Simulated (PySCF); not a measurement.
## Charge on either side of a bond

Species: C₄H₄FN.
Atom-mapped SMILES: `[CH3:1]/[C:2]([F:3])=[CH:4]/[C:5]#[N:6]` (hydrogens: H7, H8, H9 on C1; H10 on C4)

Cartesian coordinates in Å at the PBE0-D3(BJ)/def2-SVP level; atoms count from 1:
```
atom  x, y, z in Å
C1    -1.5445    0.1056    0.0544
C2    -0.1050   -0.0518    0.3584
F3     0.1411   -0.2760    1.6404
C4     0.9149    0.0098   -0.5140
C5     2.2730   -0.1547   -0.1318
N6     3.3901   -0.2790    0.1555
H7    -1.7083    0.3010   -1.0118
H8    -2.0895   -0.8071    0.3437
H9    -1.9631    0.9357    0.6453
H10    0.6990    0.1943   -1.5680
```

Atomic charges (e) from the PBE0/pcSseg-1 density (PySCF):

```
atom  Mulliken      IAO  Hirshfeld  ESP-fitted
  C1   -0.2520  -0.4418    -0.1097     -0.6022
  C2   +0.2511  +0.3592    +0.1316     +0.5733
  F3   -0.2376  -0.2432    -0.0510     -0.1762
  C4   -0.2721  -0.2760    -0.0733     -0.7137
  C5   +0.1331  +0.1392    +0.0617     +0.5576
  N6   -0.2470  -0.2370    -0.2186     -0.4913
  H7   +0.1431  +0.1654    +0.0638     +0.1848
  H8   +0.1573  +0.1731    +0.0630     +0.1914
  H9   +0.1570  +0.1731    +0.0629     +0.1914
 H10   +0.1671  +0.1880    +0.0696     +0.2849
```

**Question.** Cut each of the bonds C1–C2, C4–C2 and C5–C4 in turn and sum the charges on the side of the atom named first.

**Answer.** In e; the other side holds the opposite charge:

```
bond cut  piece  atoms  Mulliken     IAO  Hirshfeld  ESP-fitted
   C1–C2    CH3      4    +0.205  +0.070     +0.080      -0.035
   C4–C2   C2HN      4    -0.219  -0.186     -0.161      -0.362
   C5–C4     CN      2    -0.114  -0.098     -0.157      +0.066
```

Extremes among these pieces. Mulliken: lowest C2HN at C4, highest CH3 at C1; IAO: lowest C2HN at C4, highest CH3 at C1; Hirshfeld: lowest C2HN at C4, highest CH3 at C1; ESP-fitted: lowest C2HN at C4, highest CN at C5.

**Question.** Do the schemes agree better on the pieces than on the single atoms at the cuts?

**Answer.** The spread between schemes averages 0.222 e for the pieces and 0.543 e for the atoms named first; it is smaller for the piece at 3 of the 3 cuts. On average they agree better on the pieces. The sign differs between schemes (beyond ±0.03 e) for CH3 at C1 and CN at C5.

Geometry: PBE0-D3(BJ)/def2-SVP; no solvent, vibrations or thermal averaging.
